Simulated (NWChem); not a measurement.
System: SiH₂, triplet; SMILES [SiH2]

The following NWChem deck was run.

```
start job
memory heap 200 mb stack 900 mb global 1100 mb
geometry units angstroms
  Si     0.000000     0.000000     0.134441
  H      1.287307     0.000000    -0.623186
  H     -1.287307     0.000000    -0.623186
end
basis spherical
  Si library def2-svp
  H library def2-svp
end
dft
  odft
  mult 3
  xc xpbe96 cpbe96
  iterations 150
end
driver
  maxiter 120
end
task dft optimize
task dft freq
```

Parts of the log:

```
             Northwest Computational Chemistry Package (NWChem) 7.3.0
             --------------------------------------------------------

 C2V symmetry detected

                             Geometry "geometry" -> ""
                             -------------------------

 Output coordinates in angstroms (scale by  1.889725989 to convert to a.u.)

  No.       Tag          Charge          X              Y              Z
 ---- ---------------- ---------- -------------- -------------- --------------
    1 Si                  14.0000     0.00000000     0.00000000     0.09470338
    2 H                    1.0000     1.28730700     0.00000000    -0.66292363
    3 H                    1.0000    -1.28730700     0.00000000    -0.66292363

 Effective nuclear repulsion energy (a.u.)      10.1251336658

      Symmetry information
      --------------------

 Group name             C2v
 Group number             16
 Group order               4
 No. of unique centers     2

                                Z-matrix (autoz)
                                --------

 Units are Angstrom for bonds and degrees for angles

      Type          Name      I     J     K     L     M      Value
      ----------- --------  ----- ----- ----- ----- ----- ----------
    1 Stretch                  1     2                       1.49371
    2 Stretch                  1     3                       1.49371
    3 Bend                     2     1     3               119.04328

  pbe96 is a nonlocal functional; adding pw91lda local functional.

                           NWChem Geometry Optimization
                           ----------------------------

 maximum gradient threshold         (gmax) =   0.000450
 rms gradient threshold             (grms) =   0.000300
 maximum cartesian step threshold   (xmax) =   0.001800
 rms cartesian step threshold       (xrms) =   0.001200
 fixed trust radius                (trust) =   0.300000
 source of zmatrix                         =   autoz

          -------------------
          Energy Minimization
          -------------------

 Using diagonal initial Hessian
 Scaling for Hessian diagonals: bonds = 1.00  angles = 0.25  torsions = 0.10

          --------
          Step   0

                                 NWChem DFT Module
                                 -----------------

[...]

      ----------------------
      Optimization converged
      ----------------------

  Step       Energy      Delta E   Gmax     Grms     Xrms     Xmax
  ---- ---------------- -------- -------- -------- -------- --------
@    2    -290.33055848 -2.7D-07  0.00007  0.00004  0.00049  0.00110
                                     ok       ok       ok       ok

                                Z-matrix (autoz)
                                --------

 Units are Angstrom for bonds and degrees for angles

      Type          Name      I     J     K     L     M      Value     Gradient
      ----------- --------  ----- ----- ----- ----- ----- ---------- ----------
    1 Stretch                  1     2                       1.50619   -0.00001
    2 Stretch                  1     3                       1.50619   -0.00001
    3 Bend                     2     1     3               119.15979    0.00007

                         Geometry "geometry" -> "geometry"
                         ---------------------------------

 Output coordinates in angstroms (scale by  1.889725989 to convert to a.u.)

  No.       Tag          Charge          X              Y              Z
 ---- ---------------- ---------- -------------- -------------- --------------
    1 Si                  14.0000     0.00000000     0.00000000     0.09804398
    2 H                    1.0000     1.29884042     0.00000000    -0.66459393
    3 H                    1.0000    -1.29884042     0.00000000    -0.66459393

 Effective nuclear repulsion energy (a.u.)      10.0411026387

      Symmetry information
      --------------------

 Group name             C2v
 Group number             16
 Group order               4
 No. of unique centers     2

[...]

 Rotational Constants
 --------------------
 A=  15.415654 cm-1  ( 22.179192 K)
 B=   4.957622 cm-1  (  7.132752 K)
 C=   3.751237 cm-1  (  5.397072 K)

 Temperature                      =   298.15K
 frequency scaling parameter      =   1.0000

 Zero-Point correction to Energy  =    7.324 kcal/mol  (  0.011671 au)
 Thermal correction to Energy     =    9.143 kcal/mol  (  0.014570 au)
 Thermal correction to Enthalpy   =    9.735 kcal/mol  (  0.015513 au)

 Total Entropy                    =   49.299 cal/mol-K
   - Translational                =   36.112 cal/mol-K (mol. weight =  29.9926)
   - Rotational                   =   13.012 cal/mol-K (symmetry #  =        2)
   - Vibrational                  =    0.175 cal/mol-K

 Cv (constant volume heat capacity) =    6.552 cal/mol-K
   - Translational                  =    2.979 cal/mol-K
   - Rotational                     =    2.979 cal/mol-K
   - Vibrational                    =    0.593 cal/mol-K

[normal modes left out]

 ----------------------------------------------------------------------------
 Normal Eigenvalue ||           Projected Infra Red Intensities
  Mode   [cm**-1]  || [atomic units] [(debye/angs)**2] [(KM/mol)] [arbitrary]
 ------ ---------- || -------------- ----------------- ---------- -----------
    1       -0.000 ||    0.000003           0.000         0.003       0.002
    2       -0.000 ||    0.000001           0.000         0.001       0.000
    3        0.000 ||    0.000001           0.000         0.001       0.001
    4        0.000 ||    0.000007           0.000         0.007       0.004
    5        0.000 ||    0.000007           0.000         0.007       0.004
    6        0.000 ||    0.000000           0.000         0.000       0.000
    7      844.978 ||    0.061575           1.421        60.027      38.537
    8     2103.201 ||    0.010028           0.231         9.776       6.276
    9     2177.420 ||    0.072183           1.665        70.367      45.176
 ----------------------------------------------------------------------------
```

Level: PBE/def2-SVP, spin-unrestricted. In the optimisation the excess spin sits in a1 and b2 (C2v, its own frame). No stability test was run on the SCF state.
